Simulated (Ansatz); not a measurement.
Process, species as SMILES: [NH2] (NH2) → [NH2-] (an electron is taken up)
B3LYP-D3(BJ)/def2-TZVP geometries, fixed; electronic energies without zero-point terms; positive where energy is released.

The adiabatic electron affinity at MP2 with Ansatz (an electronic-structure program), in eV, split into its Hartree-Fock and correlation parts. Cores are frozen. Open shells are unrestricted. No added dispersion term, no relativity. Functions are those of the species that has most.

| basis | X | functions | Hartree-Fock | MP2 |
|---|---|---|---|---|
| aug-cc-pVDZ | 2 | 41 | -1.071 | 0.749 |
| aug-cc-pVTZ | 3 | 92 | -1.086 | 0.891 |
| aug-cc-pVQZ | 4 | 172 | -1.085 | 0.951 |

Worked estimate of the basis-set limit from each neighbouring pair, with Hartree-Fock from the larger set and the correlation part extrapolated as X^-3.
Correlation parts: X = 2: 1.820, X = 3: 1.977, X = 4: 2.036.
- (2,3): (27·(1.977) - 8·(1.820))/19 = 2.043; with Hartree-Fock -1.086 the estimate is 0.957 eV.
- (3,4): (64·(2.036) - 27·(1.977))/37 = 2.079; with Hartree-Fock -1.085 the estimate is 0.994 eV.
The last two estimates differ by 0.037 eV; the largest set lies 0.043 from the last. Over the last step Hartree-Fock moves by 0.001 and the correlation part by 0.059.
